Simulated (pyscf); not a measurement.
5 gas-phase steps of one pattern: addition across a multiple bond or ene-type step on the singlet surface, H–O broken and H–O + Nb–O or H–O + O–Ta formed. PySCF, gas phase, ωB97X-D3(BJ)/def2-SVP geometries. Electronic energies in eV, between the relaxed ends of the descent from the saddle (adducts or complexes of the species named), with the reactant end as zero; ΔE‡ and ΔE at ωB97X-D3(BJ)/def2-TZVP. Rows were drawn at random from the steps of this pattern with a verified saddle, stable references and a bound adduct at one end at least.

```
row                                    step     ΔE   ΔE‡
---  --------------------------------------  -----  ----
1       O=Ta(=O)–OH + H₂O → O=Ta(OH)(OH)–OH  -1.95  0.41
2       O=Nb(=O)–OH + H₂O → O=Nb(OH)(OH)–OH  -1.57  0.55
3      O=Nb(=O)–Cl + H₂O -> O=Nb(OH)(OH)–Cl  -1.48  0.74
4    O=Ta(F)(F)–F + H₂O → HO–Ta(OH)(F)(F)–F  -0.25     ?
5    O=Nb(F)(F)–F + H₂O → HO–Nb(OH)(F)(F)–F  +0.22  1.24
```

Question: Fit ΔE‡ = a + b·ΔE to the other rows and predict row 4.

Answer: Over the 4 complete rows the means are -1.20 (ΔE) and 0.73 (ΔE‡); least squares gives b = 0.37 and a = 1.18 eV, with residuals of 0.06 eV (root mean square; largest 0.11, row 3). For row 4: 1.18 + 0.37 × (-0.25) = 1.09 eV. The computed barrier is 0.95 eV, 0.14 under the line. The line follows the complete rows closely. Each barrier is that of the saddle found. Elements past Kr carry the def2 core potentials, without spin-orbit coupling.
